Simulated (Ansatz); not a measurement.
Geometry optimisation, UKS B3LYP-D4/def2-SVP in Ansatz.

input.yaml

```yaml
crystal:
  periodic: [false, false, false]
  atoms:
    - { symbol: H, position_ang: [-0.202284, -1.231726, 0.280213] }
    - { symbol: O, position_ang: [0.344301, -0.084171, -1.600037] }
    - { symbol: C, position_ang: [0.335408, 1.111884, -0.963766] }
    - { symbol: "N", position_ang: [-0.481784, -1.045238, 1.245774] }
    - { symbol: H, position_ang: [0.132299, 1.990164, -1.616029] }
    - { symbol: H, position_ang: [-0.324292, 1.085939, -0.064314] }
    - { symbol: H, position_ang: [1.350363, 1.243367, -0.503046] }
    - { symbol: H, position_ang: [0.206995, -1.525031, 1.835211] }
    - { symbol: H, position_ang: [-1.361006, -1.545088, 1.386094] }
magnetization:
  spin_polarized: true
  initial_magnetization: 1
basis:
  gaussian: { orbitals: def2-SVP }
hamiltonian:
  xc: b3lyp
  dispersion: d4
relax:
  f_tol: 0.03
  max_steps: 50
```

Run as:

```bash
$ ansatz run input.yaml --threads 2 --pin off --max-ram 3072MiB --backend cpu --events-out ev --progress --plain --runs-dir out
```

Task: Where does it end, and by what steps?

Result: The run converged. After 6 steps the energy has fallen by 0.005 eV; H7 moved furthest, 0.15 Å.

```tsv
step	energy less start (eV)	largest force component (eV/Å)	accepted
0	0.0000	0.136	yes
1	-0.0028	0.089	yes
2	-0.0039	0.052	yes
3	-0.0044	0.064	yes
4	-0.0044	0.067	yes
5	-0.0041	0.075	no
6	-0.0048	0.022	yes
```

```xyz
9
Properties=species:S:1:pos:R:3
H -0.122 -1.217 0.305
O 0.340 -0.101 -1.571
C 0.349 1.108 -0.956
N -0.493 -1.041 1.244
H 0.007 1.958 -1.582
H -0.203 1.048 0.011
H 1.397 1.312 -0.626
H 0.119 -1.543 1.890
H -1.393 -1.524 1.286
```

The run took 16 s on 2 threads of Arm Neoverse V2, with other jobs on the host, peak memory 0.16 GiB.
